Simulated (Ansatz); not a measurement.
# BHCl radical (SMILES [BH]Cl): functionals against CCSD(T) at one geometry

Aim: energy, forces and dipole at a structure displaced at random from a GFN2-xTB minimum, from CCSD(T) and from density functionals.

Method: single points in def2-TZVPP; program: Ansatz 0.2.0, Gaussian basis.

Correlated methods freeze the cores. Orbitals are unrestricted. B3LYP uses VWN-RPA correlation.

## 1. The starting structure

SMILES `[BH]Cl`, 3 atoms, charge 0, spin multiplicity 2.

Atoms are counted from 1 here; the program's logs count them from 0.

Bond lengths: B1–Cl2 1.695 Å, B1–H3 1.181 Å. Angles: Cl2–B1–H3 122.7°.

Coordinates:

```
B     0.0678   -0.4999   -0.0339
Cl    0.9195    0.8167    0.6104
H    -0.9672   -0.3799   -0.5908
```

## 2. CCSD(T)/def2-TZVPP

run/in.yaml

```yaml
crystal:
  periodic: [false, false, false]
  atoms:
    - {symbol: B, position_ang: [0.067800, -0.499900, -0.033900]}
    - {symbol: Cl, position_ang: [0.919500, 0.816700, 0.610400]}
    - {symbol: H, position_ang: [-0.967200, -0.379900, -0.590800]}
basis:
  gaussian: {orbitals: def2-TZVPP}
magnetization: {spin_polarized: true, initial_magnetization: 1}
correlation: {method: ccsd_t}
scf: {omitted_lower_state_checks: [cluster_reference]}
output: {forces: true}
```

No record of the launch command was kept for these runs.

## 3. PBE0-D4/def2-TZVPP

run/in.yaml, as its differences from that of step 2:

```diff
@@ -9,4 +9,3 @@
 magnetization: {spin_polarized: true, initial_magnetization: 1}
-correlation: {method: ccsd_t}
-scf: {omitted_lower_state_checks: [cluster_reference]}
-output: {forces: true}
+hamiltonian: {xc: pbe0, dispersion: d4}
+output: {forces: true, orbitals: {seedname: orbitals}}
```

## 4. wB97M-V/def2-TZVPP

run/in.yaml, as its differences from that of step 3:

```diff
@@ -9,3 +9,3 @@
 magnetization: {spin_polarized: true, initial_magnetization: 1}
-hamiltonian: {xc: pbe0, dispersion: d4}
-output: {forces: true, orbitals: {seedname: orbitals}}
+hamiltonian: {xc: {name: wB97M-V}}
+output: {forces: true}
```

## 5. r2SCAN-D4/def2-TZVPP

run/in.yaml, as its differences from that of step 4:

```diff
@@ -9,3 +9,3 @@
 magnetization: {spin_polarized: true, initial_magnetization: 1}
-hamiltonian: {xc: {name: wB97M-V}}
+hamiltonian: {xc: r2scan, dispersion: d4}
 output: {forces: true}
```

## 6. PBE-D4/def2-TZVPP

run/in.yaml, as its differences from that of step 5:

```diff
@@ -9,3 +9,3 @@
 magnetization: {spin_polarized: true, initial_magnetization: 1}
-hamiltonian: {xc: r2scan, dispersion: d4}
+hamiltonian: {xc: pbe, dispersion: d4}
 output: {forces: true}
```

## 7. r2SCANh-D4/def2-TZVPP

run/in.yaml, as its differences from that of step 6:

```diff
@@ -9,3 +9,3 @@
 magnetization: {spin_polarized: true, initial_magnetization: 1}
-hamiltonian: {xc: pbe, dispersion: d4}
+hamiltonian: {xc: {name: r2SCANh}, dispersion: d4}
 output: {forces: true}
```

## 8. B3LYP-D4/def2-TZVPP

run/in.yaml, as its differences from that of step 7:

```diff
@@ -9,3 +9,3 @@
 magnetization: {spin_polarized: true, initial_magnetization: 1}
-hamiltonian: {xc: {name: r2SCANh}, dispersion: d4}
+hamiltonian: {xc: {name: B3LYP}, dispersion: d4}
 output: {forces: true}
```

(Steps that only read results are left out.)

Before running it: what results should come out? Wanted: energy less free atoms, CCSD(T)/def2-TZVPP; RMS force component; RMS force error; HOMO and LUMO, PBE0-D4; T1 diagnostic.

The runs gave:

| quantity | value |
| --- | --- |
| energy less free atoms, CCSD(T)/def2-TZVPP | -767.1 kJ/mol |
| RMS force component | 0.176 to 0.283 eV/Å over the methods |
| RMS force error | PBE0-D4 0.124, wB97M-V 0.104, r2SCAN-D4 0.059, PBE-D4 0.115, r2SCANh-D4 0.077, B3LYP-D4 0.040 eV/Å |
| HOMO and LUMO, PBE0-D4 | -6.12 and -2.04 eV |
| T1 diagnostic | 0.016 |

**Reading.** Against CCSD(T) the functionals' energies less atoms differ by -61.4 to -32.4 kJ/mol, PBE-D4 by -60.1 kJ/mol. CCSD(T) in triple zeta still lacks some correlation energy of the bonds, so part of these gaps is its own basis error and they don't rank the functionals. On forces the order runs from B3LYP-D4 to PBE0-D4. Frozen-core CCSD(T) forces in triple zeta carry basis errors of their own, and this is one geometry, so small gaps rank nothing.
